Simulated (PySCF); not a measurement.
Geometries of 2 isomers of C5H3N, from PBE0-D3(BJ)/def2-SVP geometry optimisation, gas phase in PySCF 2.14.0. One conformer each, no zero-point energy, no frequencies.

Question: Which isomer lies lower at this level?
A.
```xyz
9
angstrom
C     -1.610   -1.001   -0.573
C     -0.485   -1.042    0.158
C      0.408    0.051    0.288
C      1.188    0.981    0.410
C      2.065    2.027    0.544
N      2.810    2.914    0.659
H     -1.903   -0.100   -1.118
H     -2.263   -1.874   -0.638
H     -0.210   -1.955    0.698
```
B.
```xyz
9
angstrom
C      2.528    1.216    1.590
C      1.600    0.805    0.918
C      0.557    0.342    0.165
C     -0.376   -0.074   -0.506
C     -1.468   -0.557   -1.296
N     -2.349   -1.399   -0.925
H      3.348    1.578    2.183
H     -1.534   -0.149   -2.318
H     -2.171   -1.695    0.041
```

Answer: A. That is `C=CC#CC#N` (vinylcyanoacetylene), 31.3 kcal/mol below the other.

```json
{"SMILES": "C=CC#CC#N", "atoms numbered as above": "[CH2:1]=[CH:2][C:3]#[C:4][C:5]#[N:6]", "E (Eh)": "-246.50415", "relative (kcal/mol)": "0.0", "relative (kJ/mol)": "0.0", "dipole (D)": "5.00"}
{"SMILES": "[H]/N=C\\C#CC#C", "atoms numbered as above": "[H]/[N:6]=[CH:5]\\[C:4]#[C:3][C:2]#[CH:1]", "E (Eh)": "-246.45422", "relative (kcal/mol)": "31.3", "relative (kJ/mol)": "131.1", "dipole (D)": "2.37"}
```

As drawn, the lower has a C≡N group and a C=C bond outside aromatic rings, which the higher lacks; the higher has a C=N bond and an N–H bond, which the lower lacks.
